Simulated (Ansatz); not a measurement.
# Molecular dynamics of CH5ClSi

Input file:

```yaml
crystal:
  periodic: [false, false, false]
  atoms:
    - { symbol: Si, position_ang: [-0.870196, 0.315052, -0.170108] }
    - { symbol: C, position_ang: [0.946845, -0.226634, 0.039895] }
    - { symbol: Cl, position_ang: [1.088338, -1.499752, 1.32575] }
    - { symbol: H, position_ang: [-1.705493, -0.860153, -0.571509] }
    - { symbol: H, position_ang: [-0.933207, 1.363588, -1.244864] }
    - { symbol: H, position_ang: [-1.379564, 0.888682, 1.114994] }
    - { symbol: H, position_ang: [1.590619, 0.615288, 0.340149] }
    - { symbol: H, position_ang: [1.354858, -0.653271, -0.890107] }
basis:
  gaussian: { orbitals: "6-31G*" }
hamiltonian:
  xc: pbe
md:
  timestep: 0.5
  n_steps: 166
  ensemble: nvt_nose_hoover
  temperature: 300.0
  initial_velocities: maxwell_boltzmann
  seed: 910495
  nose_hoover: { tau: 20.0, chain_length: 1 }
  masses: [{ species: H, mass: 10.0 }]
```

Launched with:

```bash
$ ansatz run input.yaml --threads 1 --pin off --max-ram 2048MiB --backend cpu --events-out ev --progress --plain --runs-dir out
```

It starts from a relaxed structure.

Output, in part (one step line in 2, the closing report, with atoms numbered from 0):

```
md step     0: t =     0.00 fs  T =   300.0 K  F+E_penalty+E_count = -21506.62560453 eV  E_kin = 0.232668 eV  conserved = -21506.39293654 eV  (25 SCF iters)
md step     2: t =     1.00 fs  T =   297.7 K  F+E_penalty+E_count = -21506.62382102 eV  E_kin = 0.230889 eV  conserved = -21506.39293270 eV  (21 SCF iters)
md step     4: t =     2.00 fs  T =   291.1 K  F+E_penalty+E_count = -21506.61864827 eV  E_kin = 0.225737 eV  conserved = -21506.39292297 eV  (20 SCF iters)
md step     6: t =     3.00 fs  T =   280.9 K  F+E_penalty+E_count = -21506.61069105 eV  E_kin = 0.217839 eV  conserved = -21506.39290889 eV  (21 SCF iters)
md step     8: t =     4.00 fs  T =   268.3 K  F+E_penalty+E_count = -21506.60082473 eV  E_kin = 0.208100 eV  conserved = -21506.39289304 eV  (20 SCF iters)
md step    10: t =     5.00 fs  T =   254.7 K  F+E_penalty+E_count = -21506.59003406 eV  E_kin = 0.197537 eV  conserved = -21506.39287839 eV  (21 SCF iters)
md step    12: t =     6.00 fs  T =   241.2 K  F+E_penalty+E_count = -21506.57922905 eV  E_kin = 0.187091 eV  conserved = -21506.39286747 eV  (20 SCF iters)
md step    14: t =     7.00 fs  T =   228.8 K  F+E_penalty+E_count = -21506.56908357 eV  E_kin = 0.177457 eV  conserved = -21506.39286199 eV  (21 SCF iters)
md step    16: t =     8.00 fs  T =   217.9 K  F+E_penalty+E_count = -21506.55993742 eV  E_kin = 0.168998 eV  conserved = -21506.39286194 eV  (22 SCF iters)
md step    18: t =     9.00 fs  T =   208.5 K  F+E_penalty+E_count = -21506.55178708 eV  E_kin = 0.161725 eV  conserved = -21506.39286622 eV  (21 SCF iters)
md step    20: t =    10.00 fs  T =   200.3 K  F+E_penalty+E_count = -21506.54435923 eV  E_kin = 0.155377 eV  conserved = -21506.39287266 eV  (21 SCF iters)
md step    22: t =    11.00 fs  T =   192.8 K  F+E_penalty+E_count = -21506.53724042 eV  E_kin = 0.149550 eV  conserved = -21506.39287885 eV  (21 SCF iters)
md step    24: t =    12.00 fs  T =   185.5 K  F+E_penalty+E_count = -21506.53002115 eV  E_kin = 0.143837 eV  conserved = -21506.39288292 eV  (21 SCF iters)
md step    26: t =    13.00 fs  T =   177.9 K  F+E_penalty+E_count = -21506.52241577 eV  E_kin = 0.137951 eV  conserved = -21506.39288374 eV  (21 SCF iters)
md step    28: t =    14.00 fs  T =   169.9 K  F+E_penalty+E_count = -21506.51433384 eV  E_kin = 0.131793 eV  conserved = -21506.39288109 eV  (21 SCF iters)
md step    30: t =    15.00 fs  T =   161.8 K  F+E_penalty+E_count = -21506.50589520 eV  E_kin = 0.125471 eV  conserved = -21506.39287561 eV  (20 SCF iters)
md step    32: t =    16.00 fs  T =   153.8 K  F+E_penalty+E_count = -21506.49739550 eV  E_kin = 0.119267 eV  conserved = -21506.39286853 eV  (21 SCF iters)
md step    34: t =    17.00 fs  T =   146.4 K  F+E_penalty+E_count = -21506.48923752 eV  E_kin = 0.113578 eV  conserved = -21506.39286123 eV  (21 SCF iters)
md step    36: t =    18.00 fs  T =   140.3 K  F+E_penalty+E_count = -21506.48184664 eV  E_kin = 0.108827 eV  conserved = -21506.39285505 eV  (21 SCF iters)
md step    38: t =    19.00 fs  T =   135.9 K  F+E_penalty+E_count = -21506.47558678 eV  E_kin = 0.105393 eV  conserved = -21506.39285118 eV  (22 SCF iters)
md step    40: t =    20.00 fs  T =   133.5 K  F+E_penalty+E_count = -21506.47068964 eV  E_kin = 0.103534 eV  conserved = -21506.39285011 eV  (21 SCF iters)
md step    42: t =    21.00 fs  T =   133.3 K  F+E_penalty+E_count = -21506.46720834 eV  E_kin = 0.103344 eV  conserved = -21506.39285211 eV  (21 SCF iters)
md step    44: t =    22.00 fs  T =   135.0 K  F+E_penalty+E_count = -21506.46499996 eV  E_kin = 0.104734 eV  conserved = -21506.39285685 eV  (21 SCF iters)
md step    46: t =    23.00 fs  T =   138.5 K  F+E_penalty+E_count = -21506.46374206 eV  E_kin = 0.107435 eV  conserved = -21506.39286336 eV  (21 SCF iters)
md step    48: t =    24.00 fs  T =   143.2 K  F+E_penalty+E_count = -21506.46298356 eV  E_kin = 0.111048 eV  conserved = -21506.39287031 eV  (27 SCF iters)
md step    50: t =    25.00 fs  T =   148.4 K  F+E_penalty+E_count = -21506.46222636 eV  E_kin = 0.115113 eV  conserved = -21506.39287599 eV  (21 SCF iters)
md step    52: t =    26.00 fs  T =   153.7 K  F+E_penalty+E_count = -21506.46102949 eV  E_kin = 0.119214 eV  conserved = -21506.39287871 eV  (21 SCF iters)
md step    54: t =    27.00 fs  T =   158.7 K  F+E_penalty+E_count = -21506.45911940 eV  E_kin = 0.123082 eV  conserved = -21506.39287700 eV  (21 SCF iters)
md step    56: t =    28.00 fs  T =   163.4 K  F+E_penalty+E_count = -21506.45648312 eV  E_kin = 0.126701 eV  conserved = -21506.39287026 eV  (21 SCF iters)
md step    58: t =    29.00 fs  T =   168.1 K  F+E_penalty+E_count = -21506.45341524 eV  E_kin = 0.130365 eV  conserved = -21506.39285922 eV  (21 SCF iters)
md step    60: t =    30.00 fs  T =   173.6 K  F+E_penalty+E_count = -21506.45049147 eV  E_kin = 0.134674 eV  conserved = -21506.39284574 eV  (21 SCF iters)
md step    62: t =    31.00 fs  T =   181.1 K  F+E_penalty+E_count = -21506.44845652 eV  E_kin = 0.140431 eV  conserved = -21506.39283295 eV  (21 SCF iters)
md step    64: t =    32.00 fs  T =   191.4 K  F+E_penalty+E_count = -21506.44803666 eV  E_kin = 0.148473 eV  conserved = -21506.39282449 eV  (21 SCF iters)
md step    66: t =    33.00 fs  T =   205.6 K  F+E_penalty+E_count = -21506.44971806 eV  E_kin = 0.159440 eV  conserved = -21506.39282314 eV  (21 SCF iters)
md step    68: t =    34.00 fs  T =   223.8 K  F+E_penalty+E_count = -21506.45355504 eV  E_kin = 0.173573 eV  conserved = -21506.39283016 eV  (21 SCF iters)
md step    70: t =    35.00 fs  T =   245.7 K  F+E_penalty+E_count = -21506.45906996 eV  E_kin = 0.190574 eV  conserved = -21506.39284433 eV  (21 SCF iters)
md step    72: t =    36.00 fs  T =   270.2 K  F+E_penalty+E_count = -21506.46528428 eV  E_kin = 0.209591 eV  conserved = -21506.39286273 eV  (21 SCF iters)
md step    74: t =    37.00 fs  T =   295.7 K  F+E_penalty+E_count = -21506.47087536 eV  E_kin = 0.229342 eV  conserved = -21506.39288119 eV  (26 SCF iters)
md step    76: t =    38.00 fs  T =   320.2 K  F+E_penalty+E_count = -21506.47441811 eV  E_kin = 0.248324 eV  conserved = -21506.39289558 eV  (29 SCF iters)
md step    78: t =    39.00 fs  T =   341.8 K  F+E_penalty+E_count = -21506.47464904 eV  E_kin = 0.265077 eV  conserved = -21506.39290256 eV  (29 SCF iters)
md step    80: t =    40.00 fs  T =   359.0 K  F+E_penalty+E_count = -21506.47069539 eV  E_kin = 0.278440 eV  conserved = -21506.39290021 eV  (29 SCF iters)
md step    82: t =    41.00 fs  T =   371.0 K  F+E_penalty+E_count = -21506.46222898 eV  E_kin = 0.287748 eV  conserved = -21506.39288845 eV  (29 SCF iters)
md step    84: t =    42.00 fs  T =   377.7 K  F+E_penalty+E_count = -21506.44952398 eV  E_kin = 0.292938 eV  conserved = -21506.39286835 eV  (29 SCF iters)
md step    86: t =    43.00 fs  T =   379.8 K  F+E_penalty+E_count = -21506.43341673 eV  E_kin = 0.294560 eV  conserved = -21506.39284249 eV  (29 SCF iters)
md step    88: t =    44.00 fs  T =   378.7 K  F+E_penalty+E_count = -21506.41517311 eV  E_kin = 0.293676 eV  conserved = -21506.39281435 eV  (29 SCF iters)
md step    90: t =    45.00 fs  T =   376.1 K  F+E_penalty+E_count = -21506.39628252 eV  E_kin = 0.291670 eV  conserved = -21506.39278773 eV  (29 SCF iters)
md step    92: t =    46.00 fs  T =   373.9 K  F+E_penalty+E_count = -21506.37820875 eV  E_kin = 0.289995 eV  conserved = -21506.39276683 eV  (25 SCF iters)
md step    94: t =    47.00 fs  T =   373.8 K  F+E_penalty+E_count = -21506.36213589 eV  E_kin = 0.289901 eV  conserved = -21506.39275440 eV  (30 SCF iters)
md step    96: t =    48.00 fs  T =   376.8 K  F+E_penalty+E_count = -21506.34876129 eV  E_kin = 0.292193 eV  conserved = -21506.39275184 eV  (29 SCF iters)
md step    98: t =    49.00 fs  T =   383.1 K  F+E_penalty+E_count = -21506.33817986 eV  E_kin = 0.297085 eV  conserved = -21506.39275844 eV  (29 SCF iters)
md step   100: t =    50.00 fs  T =   392.2 K  F+E_penalty+E_count = -21506.32989696 eV  E_kin = 0.304168 eV  conserved = -21506.39277142 eV  (28 SCF iters)
md step   102: t =    51.00 fs  T =   403.0 K  F+E_penalty+E_count = -21506.32298075 eV  E_kin = 0.312540 eV  conserved = -21506.39278651 eV  (28 SCF iters)
md step   104: t =    52.00 fs  T =   414.0 K  F+E_penalty+E_count = -21506.31632796 eV  E_kin = 0.321057 eV  conserved = -21506.39279822 eV  (28 SCF iters)
md step   106: t =    53.00 fs  T =   423.8 K  F+E_penalty+E_count = -21506.30897995 eV  E_kin = 0.328658 eV  conserved = -21506.39280273 eV  (28 SCF iters)
md step   108: t =    54.00 fs  T =   431.5 K  F+E_penalty+E_count = -21506.30038578 eV  E_kin = 0.334654 eV  conserved = -21506.39279859 eV  (28 SCF iters)
md step   110: t =    55.00 fs  T =   436.9 K  F+E_penalty+E_count = -21506.29051406 eV  E_kin = 0.338866 eV  conserved = -21506.39278771 eV  (25 SCF iters)
md step   112: t =    56.00 fs  T =   440.4 K  F+E_penalty+E_count = -21506.27975601 eV  E_kin = 0.341561 eV  conserved = -21506.39277484 eV  (28 SCF iters)
md step   114: t =    57.00 fs  T =   442.5 K  F+E_penalty+E_count = -21506.26865375 eV  E_kin = 0.343193 eV  conserved = -21506.39276532 eV  (28 SCF iters)
md step   116: t =    58.00 fs  T =   443.7 K  F+E_penalty+E_count = -21506.25758443 eV  E_kin = 0.344082 eV  conserved = -21506.39276189 eV  (28 SCF iters)
md step   118: t =    59.00 fs  T =   443.8 K  F+E_penalty+E_count = -21506.24657450 eV  E_kin = 0.344220 eV  conserved = -21506.39276363 eV  (28 SCF iters)
md step   120: t =    60.00 fs  T =   442.7 K  F+E_penalty+E_count = -21506.23535557 eV  E_kin = 0.343314 eV  conserved = -21506.39276591 eV  (28 SCF iters)
md step   122: t =    61.00 fs  T =   439.8 K  F+E_penalty+E_count = -21506.22363844 eV  E_kin = 0.341054 eV  conserved = -21506.39276320 eV  (27 SCF iters)
md step   124: t =    62.00 fs  T =   435.1 K  F+E_penalty+E_count = -21506.21144236 eV  E_kin = 0.337453 eV  conserved = -21506.39275261 eV  (28 SCF iters)
md step   126: t =    63.00 fs  T =   429.4 K  F+E_penalty+E_count = -21506.19927649 eV  E_kin = 0.333031 eV  conserved = -21506.39273537 eV  (29 SCF iters)
md step   128: t =    64.00 fs  T =   423.9 K  F+E_penalty+E_count = -21506.18805814 eV  E_kin = 0.328743 eV  conserved = -21506.39271709 eV  (25 SCF iters)
md step   130: t =    65.00 fs  T =   419.9 K  F+E_penalty+E_count = -21506.17880351 eV  E_kin = 0.325658 eV  conserved = -21506.39270371 eV  (29 SCF iters)
md step   132: t =    66.00 fs  T =   418.5 K  F+E_penalty+E_count = -21506.17226010 eV  E_kin = 0.324584 eV  conserved = -21506.39269890 eV  (29 SCF iters)
md step   134: t =    67.00 fs  T =   420.1 K  F+E_penalty+E_count = -21506.16866524 eV  E_kin = 0.325808 eV  conserved = -21506.39270266 eV  (29 SCF iters)
md step   136: t =    68.00 fs  T =   424.3 K  F+E_penalty+E_count = -21506.16773089 eV  E_kin = 0.329063 eV  conserved = -21506.39271200 eV  (29 SCF iters)
md step   138: t =    69.00 fs  T =   430.3 K  F+E_penalty+E_count = -21506.16882557 eV  E_kin = 0.333711 eV  conserved = -21506.39272201 eV  (30 SCF iters)
md step   140: t =    70.00 fs  T =   437.1 K  F+E_penalty+E_count = -21506.17123968 eV  E_kin = 0.339003 eV  conserved = -21506.39272955 eV  (29 SCF iters)
md step   142: t =    71.00 fs  T =   444.0 K  F+E_penalty+E_count = -21506.17440245 eV  E_kin = 0.344312 eV  conserved = -21506.39273342 eV  (29 SCF iters)
md step   144: t =    72.00 fs  T =   450.3 K  F+E_penalty+E_count = -21506.17798018 eV  E_kin = 0.349241 eV  conserved = -21506.39273388 eV  (29 SCF iters)
md step   146: t =    73.00 fs  T =   455.9 K  F+E_penalty+E_count = -21506.18185476 eV  E_kin = 0.353605 eV  conserved = -21506.39273336 eV  (26 SCF iters)
md step   148: t =    74.00 fs  T =   460.8 K  F+E_penalty+E_count = -21506.18602125 eV  E_kin = 0.357342 eV  conserved = -21506.39273320 eV  (29 SCF iters)
md step   150: t =    75.00 fs  T =   464.7 K  F+E_penalty+E_count = -21506.19047153 eV  E_kin = 0.360397 eV  conserved = -21506.39273508 eV  (29 SCF iters)
md step   152: t =    76.00 fs  T =   467.6 K  F+E_penalty+E_count = -21506.19510171 eV  E_kin = 0.362626 eV  conserved = -21506.39273965 eV  (29 SCF iters)
md step   154: t =    77.00 fs  T =   469.0 K  F+E_penalty+E_count = -21506.19967020 eV  E_kin = 0.363766 eV  conserved = -21506.39274680 eV  (29 SCF iters)
md step   156: t =    78.00 fs  T =   468.6 K  F+E_penalty+E_count = -21506.20380660 eV  E_kin = 0.363445 eV  conserved = -21506.39275557 eV  (29 SCF iters)
md step   158: t =    79.00 fs  T =   465.8 K  F+E_penalty+E_count = -21506.20706048 eV  E_kin = 0.361239 eV  conserved = -21506.39276499 eV  (29 SCF iters)
md step   160: t =    80.00 fs  T =   460.0 K  F+E_penalty+E_count = -21506.20897062 eV  E_kin = 0.356749 eV  conserved = -21506.39277396 eV  (29 SCF iters)
md step   162: t =    81.00 fs  T =   450.9 K  F+E_penalty+E_count = -21506.20913864 eV  E_kin = 0.349682 eV  conserved = -21506.39278135 eV  (29 SCF iters)
md step   164: t =    82.00 fs  T =   438.3 K  F+E_penalty+E_count = -21506.20729660 eV  E_kin = 0.339914 eV  conserved = -21506.39278616 eV  (26 SCF iters)
md step   166: t =    83.00 fs  T =   422.3 K  F+E_penalty+E_count = -21506.20336757 eV  E_kin = 0.327550 eV  conserved = -21506.39278740 eV  (26 SCF iters)
Total energy: -21506.20339808 eV, -790.3383974513 hartree
Atom 0 at    -0.863161     0.282365    -0.170722 Å, force     0.458977    -0.719290    -0.773538 eV/Å
Atom 1 at     1.011413    -0.188543     0.012180 Å, force    -0.214046     0.751285     0.946182 eV/Å
Atom 2 at     0.959128    -1.613157     1.214820 Å, force     0.396826     0.748791    -0.375900 eV/Å
Atom 3 at    -1.712009    -1.000462    -0.187798 Å, force     0.255327     0.750309    -0.002960 eV/Å
Atom 4 at    -1.120937     1.221970    -1.304459 Å, force    -0.017368    -0.218639    -0.450201 eV/Å
Atom 5 at    -1.085816     1.225391     0.927121 Å, force    -0.271421    -0.009069     0.828577 eV/Å
Atom 6 at     1.428924     0.744571     0.484035 Å, force    -0.125700    -0.752891     0.420494 eV/Å
Atom 7 at     1.777792    -0.389264    -0.741978 Å, force    -0.482595    -0.550495    -0.592653 eV/Å
Dipole moment:     0.044432     0.277032    -0.227289 e Å
```

The run went to its last step. The conserved energy stayed within 0.03 meV per atom of its start (net change 0.019 meV per atom), so the integration is sound. The mean temperature of the second half is 42 % above the set value. A run of 0.083 ps of so small a system gives no equilibrium averages.

The same pairs are bonded in the first frame and the last. Pairs count as bonded within 1.25 times the sum of covalent radii (0.12 Å more for H–H).

Last frame:

```xyz
8
Properties=species:S:1:pos:R:3
Si -0.863 0.282 -0.171
C 1.011 -0.189 0.012
Cl 0.959 -1.613 1.215
H -1.712 -1.000 -0.188
H -1.121 1.222 -1.304
H -1.086 1.225 0.927
H 1.429 0.745 0.484
H 1.778 -0.389 -0.742
```

Run time: 8.6 min on 1 CPU thread of a shared host.
